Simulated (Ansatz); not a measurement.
Reaction (SMILES): C(Cl)=C → C=[C]Cl + H atom
B3LYP-D3(BJ)/def2-TZVP geometries, fixed; electronic energies without zero-point terms.
Largest species:
```
C
C 1 1.3205
H 1 1.0805 2 123.94
H 2 1.0811 1 122.25 3 180.00
H 2 1.0820 4 118.23 1 180.00
Cl 1 1.7376 3 112.62 2 180.00
```

Core correlation in the bond dissociation energy at MP2 with Ansatz (a quantum-chemistry and plane-wave program), in kcal/mol: frozen core against 1s of Al to Cl frozen alone. Core-valence sets carry the plain set on hydrogen. An unrestricted Hartree-Fock determinant is markedly spin-contaminated. Open shells are unrestricted.

```
basis        functions, most  frozen core
-----------  ---------------  -----------
cc-pV(D+d)Z               66       115.81
cc-pCVDZ                  78       116.30
cc-pV(T+d)Z              141       120.59
cc-pCVTZ                 187       120.54
cc-pwCVTZ                187       120.55
cc-pV(Q+d)Z              264       121.93
cc-pCVQZ                 367       121.90
cc-pwCVQZ                367       121.91
```

### Question
How large is the core term in each set?

### Answer
The largest core-valence set, cc-pwCVQZ, gives a core term of 0.08 kcal/mol; the valence set cc-pV(Q+d)Z, which lacks functions for the core, gives 0.47. By row: cc-pV(D+d)Z 0.22, cc-pCVDZ 0.19, cc-pV(T+d)Z 0.96, cc-pCVTZ 0.14, cc-pwCVTZ 0.10, cc-pV(Q+d)Z 0.47, cc-pCVQZ 0.09, cc-pwCVQZ 0.08.
